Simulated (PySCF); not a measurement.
Species: C3H9P.
Bonds: C1–P2, P2–C3, P2–C4. Hydrogens: H5, H6, H7 on C1; H8, H9, H10 on C3; H11, H12, H13 on C4.

Method: core-valence-separated Tamm–Dancoff BHandHLYP/aug-pcX-1 (pcseg-1 on H, def2-SVPD on P) in PySCF, non-relativistic, gas phase, PBE0-D3(BJ)/def2-SVP geometry. No empirical shift is added; at this level the pattern usually sits a few eV under experiment.

Give energies, oscillator strengths and core holes at the C K edge.

| E (eV) | f | core hole on | main final orbital |
| --- | --- | --- | --- |
| 285.50 | 0.0214 | C1/C3/C4 | LUMO+2 (3 roots, f summed) |
| 286.03 | 0.1057 | C1/C3/C4 | spread (3 roots, f summed) |
| 286.09 | 0.0852 | C1/C3/C4 | spread (3 roots, f summed) |
| 286.25 | 0.0853 | C1/C3/C4 | LUMO+3 (3 roots, f summed) |
| 286.93 | 0.0113 | C1/C3/C4 | spread (3 roots, f summed) |

The first line with a tenth or more of the strongest one's intensity is at 285.50 eV (f = 0.021, sum of 3), with the hole on C1/C3/C4 (sp3 carbon bound to phosphorus). The strongest listed is at 286.03 eV (f = 0.106, sum of 3; C1/C3/C4).

Roots within 0.03 eV whose holes lie on the same, on equivalent or on shared atoms are summed into one line, and the highest roots are left out, as the search may have cut off their partners. Final orbitals are the ground state's empty Kohn–Sham orbitals.

What is the summed oscillator strength of the listed C K lines, and their intensity-weighted mean energy?

Σf = 0.309 over 5 lines from 285.50 to 286.93 eV; the weighted mean is 286.10 eV. The strongest line holds 34 % of the sum.

The list ends where the root search ended, not at a threshold.
